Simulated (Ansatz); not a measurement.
Two structures of CH7OSi, doublet, reached by relaxing down either side of one saddle point (PBE0-D4/def2-TZVP). Energies are electronic, without zero-point energy. Computed with Ansatz 0.2.0 (basis: def2-TZVPP and def2-QZVPP); correlated methods freeze the cores; orbitals are unrestricted. Extrapolation: Hartree–Fock as exp(−7.88 √X), correlation as X^−2.97. First:

| atom | x (Å) | y (Å) | z (Å) |
| --- | --- | --- | --- |
| H1 | 0.4320 | 1.1102 | -2.1311 |
| Si2 | 1.3031 | 0.9052 | -0.9505 |
| O3 | -1.4644 | -0.2294 | -0.1705 |
| C4 | -1.3199 | -0.8944 | 1.0020 |
| H5 | 1.4389 | -0.5415 | -0.6430 |
| H6 | 0.7685 | 1.6248 | 0.2328 |
| H7 | 2.6577 | 1.4436 | -1.2529 |
| H8 | -2.2363 | -0.8993 | 1.6092 |
| H9 | -0.4462 | -0.5698 | 1.5853 |
| H10 | -1.1333 | -1.9493 | 0.7187 |

Second:

```
10
angstrom
H -0.6736 -1.2597 -1.0018
Si 1.6021 0.9351 -0.6838
O -0.8839 -0.4597 -0.5141
C -1.1773 -0.8073 0.8238
H 3.0348 1.3559 -0.7196
H 0.9380 1.5559 0.4910
H 0.9409 1.3141 -1.9578
H -0.3243 -1.2805 1.3237
H -2.0454 -1.4722 0.8902
H -1.4115 0.1186 1.3485
```

Task: Which bonds change from the first to the second?

Result: CH₃O ([CH3][O]) + SiH₄ → CH₄O ([CH3][OH]) + SiH₃; bonds formed: H1–O3; bonds broken: H1–Si2.

Task: Give the saddle point's structure and its height above each. (An estimate is asked for; the value comes from the calculation.)

Result: The calculation gives: 7.94 kcal/mol above the first and 24.83 kcal/mol above the second (CCSD(T) at an estimated basis limit (MP2 extrapolated from triple and quadruple zeta, plus CCSD(T) − MP2 in triple zeta)).
```
10
angstrom
H 0.0352 0.0838 -0.7587
Si 1.3953 0.8651 -0.7827
O -1.2204 -0.6288 -0.5320
C -1.3483 -0.8466 0.8252
H 2.4648 -0.0366 -1.2808
H 1.7067 1.3028 0.6039
H 1.2588 2.0463 -1.6718
H -1.3910 0.0796 1.4137
H -0.5811 -1.5163 1.2359
H -2.3200 -1.3493 0.9473
```

The T1 diagnostic stays at or below 0.022. ⟨S²⟩ of the unrestricted Hartree–Fock references: 0.75 to 0.77 (a pure state has 0.75).

Radical steps of this kind take place in plasma deposition and etching.

Labels in which every atom is bracketed show which atoms are joined, not bond orders.

For scale, one of the runs: CCSD(T)/def2-TZVPP, 202 basis functions, launched by `ansatz run in.yaml --threads 4 --pin off --events-out ev --progress --plain --max-ram 9574MiB`. Time: 110 s of wall clock on 4 CPU threads of an AMD EPYC 7R43; the host was shared. Peak host memory: 6.5 GiB.
